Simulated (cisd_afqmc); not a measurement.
Input (AFQMC/CISD/cc-pVDZ; cisd_afqmc is a phaseless AFQMC code with CISD trial states that reads the integrals written by Ansatz):

Ansatz 0.2 input:
```python
import cisd_afqmc

open("ham.yaml", "w").write("""\
crystal:
  periodic: [false, false, false]
  atoms:
    - {symbol: F, position_ang: [-0.00000000, -0.00000000, -0.64654644]}
    - {symbol: F, position_ang: [0.00000000, 0.00000000, 0.64654644]}
basis:
  gaussian:
    orbitals: cc-pVDZ
total_charge: 1
magnetization: {spin_polarized: true, initial_magnetization: 1}
correlation: {method: ccsd, electrons: outside_noble_gas, hamiltonian_folder: ham}
""")
rep = cisd_afqmc.ansatz("ham.yaml")
e_ccsd = rep["correlation"]["coupled_cluster"]["energy"]["hartree"]
out = cisd_afqmc.run("ham", e_ccsd, trial="CISD", walkers=200, populations=8, threads=8, dt=0.005, steps=40, early=24, settle=10, least=32,
    cut=5e-5, rank_cut=2e-4, target=0.0004, seconds=1500, seed=1, memory=17280, gpu=False)
```

Output:

```
WARN ansatz::render: the results are in doubt because among natural orbitals full CI differs from the method by -0.096 eV
orbitals 26, occupied [7, 6], factors 129 of 261, rank of the doubles 167 of 253
E(HF) = -198.112685
E(CCSD) on the cut factors = -198.520302, shift to the whole factors -0.000003
Energy of the trial state on the determinant = -198.520299
  tau behind 7.2 of longer steps, mean of the populations' last blocks
   2.0  -198.53206
   4.0  -198.53573
   6.0  -198.53251
   8.0  -198.53404
  10.0  -198.53505
  12.0  -198.53234
  14.0  -198.53336
  16.0  -198.53423
  18.0  -198.53067
  20.0  -198.53356
  22.0  -198.53102
  24.0  -198.52952
blocks 917 (10 outliers left out), error by blocks joined: 1: 0.00027, 2: 0.00030, 4: 0.00033, 8: 0.00038, 16: 0.00040
E(AFQMC/CISD) = -198.53295 +/- 0.00040
```

The run carries these doubts: large difference.
